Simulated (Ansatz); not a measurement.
# AlO₂ (doublet): from Hartree-Fock to the top rungs at a displaced geometry (v1), cc-pVDZ

One table from this session's results is given with a row withheld; the runs are named, their logs left out.

Method: cc-pVDZ, core rule «outside noble gas», up to 7 orbitals frozen; program: Ansatz 0.2.0, Gaussian basis.

Plan: UHF; CCSD(T) on ROHF; CCSD(T) on UHF; BCCD(T) on ROHF; CISD; CCSDT(Q) on ROHF; CCSDT(Q) on UHF.

35 further runs of the same task are left out: 12 for a known fault of the program, 7 that didn't finish, 16 set aside as unsound or not needed.

**What is computed**

The geometry is a PBE0/def2-TZVP stationary point (not a proven minimum) with its atoms shifted at random (size 0.040 Å).

3 atoms, charge 0, spin multiplicity 2.

Atoms are counted from 1 here; the program's logs count them from 0.

Bond lengths: Al1–O2 1.745 Å, O2–O3 1.339 Å. Angles: Al1–O2–O3 176.3°.

The first run:

in.yaml reads:

```yaml
crystal:
  periodic: [false, false, false]
  atoms:
    - {symbol: Al, position_ang: [-0.015433, -0.009008, 1.608585]}
    - {symbol: O, position_ang: [-0.016266, -0.025151, -0.135914]}
    - {symbol: O, position_ang: [0.031698, 0.034159, -1.472672]}
basis:
  gaussian: {orbitals: cc-pVDZ}
magnetization: {spin_polarized: true, initial_magnetization: 1}
hamiltonian: {xc: hf}
output: {orbitals: {seedname: orbitals}}
```

Command:

```bash
> ansatz run in.yaml --threads 1 --pin off --events-out ev --progress --plain --max-ram 2393MiB
```

Among the steps run: UHF; CCSD(T) on ROHF; CCSD(T) on UHF; BCCD(T) on ROHF; CISD; CCSDT(Q) on ROHF; CCSDT(Q) on UHF.

One table of the session follows, with a row left open; its other results are not shown here.

It belongs to the step «Misses and costs». 

| method | from UCCSDT(Q) (meV) |
| --- | --- |
| ROHF | +11546.9 |
| UHF | ? |
| RMP2 | +1112.1 |
| UMP2 | +1127.1 |
| CISD | +1570.2 |
| RCCSD | +401.0 |
| UCCSD | +397.6 |
| RCCSD(T) | +77.9 |
| UCCSD(T) | +77.9 |
| BCCD(T) | +71.7 |
| RCCSDT | +47.4 |
| UCCSDT | +46.7 |
| RCCSDT(Q) | +6.5 |
| UCCSDT(Q) | 0 |

Estimate the missing values for UHF.

**Answer.** from UCCSDT(Q) (meV): +11401.4. In the column «from UCCSDT(Q) (meV)» it lies between CISD (+1570.2) and ROHF (+11546.9).

To keep in mind: Restricted and unrestricted rows rest on different reference determinants; where their highest levels disagree by more than a few hundredths of an eV, they describe different states and don't form one ladder.
